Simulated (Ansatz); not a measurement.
in.yaml

```yaml
crystal:
  periodic: [false, false, false]
  atoms:
    - {symbol: O, position_ang: [-0.976923, -0.231644, 0.000000]}
    - {symbol: H, position_ang: [-1.226232, 0.694932, 0.000000]}
    - {symbol: H, position_ang: [0.249077, -0.231644, 0.000000]}
    - {symbol: Cl, position_ang: [1.954077, -0.231644, 0.000000]}
basis:
  gaussian: {orbitals: "6-31G*"}
magnetization: {spin_polarized: true, initial_magnetization: 1}
correlation: {method: ccsd, electrons: valence}
scf: {lower_state_search: full}
```

```sh
$ ansatz run in.yaml --threads 1 --pin off --events-out ev --progress --plain --max-ram 2393MiB
```

The program prints:

```
353 factors; integrals over basis functions are off by at most 9.3e-4 eV
mean field evaluation 1: about -14565.9083 eV, gradient 2.5e1 eV
mean field evaluation 2: about -14565.9105 eV, gradient 2.5e1 eV
mean field evaluation 4: about -14568.4681 eV, gradient 2.6e0 eV
mean field evaluation 8: about -14568.6379 eV, gradient 1.5e-1 eV
mean field evaluation 16: about -14568.5890 eV, gradient 1.1e0 eV
mean field evaluation 32: about -14568.6385 eV, gradient 7.5e-6 eV
mean field evaluation 64: about -14568.6184 eV, gradient 3.3e-2 eV
mean field evaluation 96: about -14568.6385 eV, gradient 3.0e-6 eV
mean field evaluation 128: about -14568.9671 eV, gradient 1.2e-1 eV
mean field evaluation 160: about -14546.2723 eV, gradient 2.9e1 eV
mean field evaluation 192: about -14561.9920 eV, gradient 3.8e-4 eV
mean field evaluation 224: about -14563.6211 eV, gradient 1.2e1 eV
mean field evaluation 256: about -14561.4972 eV, gradient 3.7e-1 eV
mean field evaluation 288: about -14568.6136 eV, gradient 1.8e-1 eV
mean field evaluation 320: about -14568.6184 eV, gradient 8.2e-3 eV
mean field evaluation 352: about -14568.8656 eV, gradient 1.0e-1 eV
mean field evaluation 384: about -14568.6086 eV, gradient 2.3e-1 eV
mean field evaluation 416: about -14568.8658 eV, gradient 4.7e-2 eV
mean field evaluation 448: about -14563.9867 eV, gradient 1.8e1 eV
mean field -14568.96854309 eV, -535.3997187569 hartree, gradient 2.6e-6 eV, S^2 0.849556; 24 other end points of the search recorded, 0 dependent functions left out
determinant -14568.96854309 eV, -535.3997187569 hartree, with singles and doubles -14577.94117691 eV, -535.7294569678 hartree
determinant -14568.86590504 eV, -535.3959468784 hartree, with singles and doubles -14577.24476959 eV, -535.7038644710 hartree
determinant -14568.63852249 eV, -535.3875907236 hartree, with singles and doubles -14577.62839530 eV, -535.7179624560 hartree
determinant -14568.61849230 eV, -535.3868546279 hartree, with singles and doubles -14577.59518508 eV, -535.7167420026 hartree
determinant -14568.61003242 eV, -535.3865437331 hartree, with singles and doubles -14577.65462837 eV, -535.7189265034 hartree
determinant -14568.96854309 eV, -535.3997187569 hartree, with singles and doubles -14577.94307004 eV, -535.7295265394 hartree
determinant -14568.63852249 eV, -535.3875907236 hartree, with singles and doubles -14577.64375905 eV, -535.7185270634 hartree
determinant -14568.61849230 eV, -535.3868546279 hartree, with singles and doubles -14577.59377288 eV, -535.7166901055 hartree
determinant -14568.61003242 eV, -535.3865437331 hartree, with singles and doubles -14577.59207086 eV, -535.7166275574 hartree
6 core orbitals not correlated: weight in the atoms' cores, before any rotation towards them, 1.000 or more for the frozen orbitals, at most 0.000 for the correlated occupied ones
reference -14568.96854309 eV, -535.3997187569 hartree; 8, 7 occupied and 24, 25 virtual orbitals, 353 factors
second order -8.08808653 eV of doubles, -0.00000000 eV of singles
cycle   1  -8.97452888 eV  change   -1.9e-6 eV  update   1.3e-6
Total energy: -14577.94307196 eV, -535.7295266100 hartree
```

Ran on 1 thread of Arm Neoverse V2, shared host: 4.1 s wall, 0.09 GiB peak host memory.
